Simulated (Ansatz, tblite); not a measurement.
Removing and adding an electron: MgMe2 (C₂H₆Mg). The state is a singlet with charge 0. Geometry: B3LYP-D4/def2-TZVP. Ansatz, gas phase; energy differences of separate SCF runs; the oxidised species was run as a doublet alone; the reduced species was run as a doublet alone.

```xyz
9

Mg   -0.003    0.000   -0.004
C     1.221    1.469   -0.858
H     0.704    2.430   -0.946
H     1.552    1.190   -1.863
H     2.122    1.643   -0.261
C    -1.222   -1.469    0.857
H    -1.477   -1.228    1.893
H    -0.732   -2.448    0.867
H    -2.164   -1.588    0.314
```

The xTB rows come from tblite. Correlated methods freeze 3 core orbitals; core or outer-core shells of Mg are correlated, in sets that lack core-valence functions. In CCSD on the charge -1 doublet the largest single amplitude is 0.67, so its Hartree–Fock determinant may place the open shell otherwise than the density functionals do.

| level | −HOMO (eV) | vertical IE (eV) | −LUMO (eV) | vertical EA (eV) | HOMO–LUMO gap (eV) | IE − EA (eV) | remarks |
| --- | --- | --- | --- | --- | --- | --- | --- |
| GFN1-xTB | 10.30 | 13.55 | 6.72 | 3.49 | 3.57 | 10.06 | – |
| GFN2-xTB | 8.54 | 11.89 | 6.34 | 3.46 | 2.20 | 8.42 | – |
| PBE-D4/def2-TZVP | 5.28 | 8.28 | 1.14 | – | 4.14 | – | – |
| PBE-D4/def2-TZVPD | 5.30 | – | 1.18 | -0.43 | 4.13 | – | HOMO above zero (-1 doublet) |
| r2SCAN-D4/def2-TZVP | 5.49 | 8.29 | 0.69 | – | 4.80 | – | – |
| r2SCAN-D4/def2-TZVPD | 5.49 | – | 0.71 | -0.52 | 4.79 | – | HOMO above zero (-1 doublet) |
| PBE0-D4/def2-TZVP | 6.45 | 8.45 | 0.51 | – | 5.94 | – | – |
| PBE0-D4/def2-TZVPD | 6.45 | – | 0.54 | -0.52 | 5.91 | – | HOMO above zero (-1 doublet) |
| CCSD/def2-TZVPD | – | – | – | -0.69 | – | – | HOMO above zero (-1 doublet), large T1 (0.100) (-1 doublet) |
| CCSD(T)/def2-TZVPD | – | – | – | -0.63 | – | – | HOMO above zero (-1 doublet), large T1 (0.100) (-1 doublet) |

Run but left out: HF/def2-TZVPP, MP2/def2-TZVPP, CCSD/def2-TZVPP, CCSD(T)/def2-TZVPP (flagged by the program: other roots); HF/def2-TZVPD, MP2/def2-TZVPD (charge -1 doublet: a determinant that CCSD turns far, T1 0.100).   A HOMO above zero means that the electron is unbound at that level or that self-interaction error raises the level; the energy of removing that electron tells which. Raw xTB energy differences between charge states are shifted by several eV; the methods need an empirical correction for them. A negative affinity means that the extra electron isn't bound; its size then hangs on the basis.
